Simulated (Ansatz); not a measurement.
**What a trial cell of Ir relaxes into**

Method: Ansatz, DFT r2SCAN, scalar-relativistic, plane waves, PAW. Cutoff 500 eV, Γ-centred k mesh, Gaussian smearing, no spin polarisation in the final step.

The start puts Ir on the samarium (9R) structure type (R-3m, No. 166), at a guessed volume.

```
Ir
1.0
     1.43895    0.83078    6.95436
    -1.43895    0.83078    6.95436
     0.00000   -1.66156    6.95436
Ir
3
Direct
  0.00000 0.00000 0.00000
  0.22222 0.22222 0.22222
  0.77778 0.77778 0.77778
```

Cell and atoms relax at zero pressure; the relaxation can't lower the symmetry of the start. After a coarse first stage the cell is made exact in the group found at 0.06 Å.

Energies count from the standard state of Ir at the same level.

Task: What does it relax into?

Result: It keeps R-3m (No. 166). The result has the samarium (9R) structure. Conventional cell: a = 2.721 Å, c = 19.992 Å. Around Ir on Wyckoff site a (1 atom of the primitive cell) lie 12 Ir at 2.71–2.72 Å; around Ir on Wyckoff site c (2 atoms of the primitive cell) lie 12 Ir at 2.71–2.75 Å.

```cif
data_structure
_symmetry_space_group_name_H-M 'R-3m:H'
_symmetry_Int_Tables_number 166
_cell_length_a 2.7210
_cell_length_b 2.7210
_cell_length_c 19.9924
_cell_angle_alpha 90.000
_cell_angle_beta 90.000
_cell_angle_gamma 120.000
_cell_volume 128.19
loop_
_atom_site_label
_atom_site_type_symbol
_atom_site_symmetry_multiplicity
_atom_site_Wyckoff_symbol
_atom_site_fract_x
_atom_site_fract_y
_atom_site_fract_z
_atom_site_occupancy
Ir1 Ir 3 a 0.00000 0.00000 0.00000 1
Ir2 Ir 6 c 0.33333 0.66667 0.88979 1
```

Task: What are its volume, energy, density and gap?

Result: The volume per atom is 14.24 Å³, the density is 22.41 g/cm³ and the energy over the standard structure is 0.06 eV/atom. The gap on the 21×21×21 mesh is 0 eV (a metal).

The final run used a 21×21×21 mesh on its 3-atom cell and 0.10 eV smearing. The k mesh leaves about 4 meV/atom of noise in metals. Spin–orbit coupling is left out. Symmetry constrained the relaxation, so the result can be a saddle point. The steps took about 10 core-minutes in all.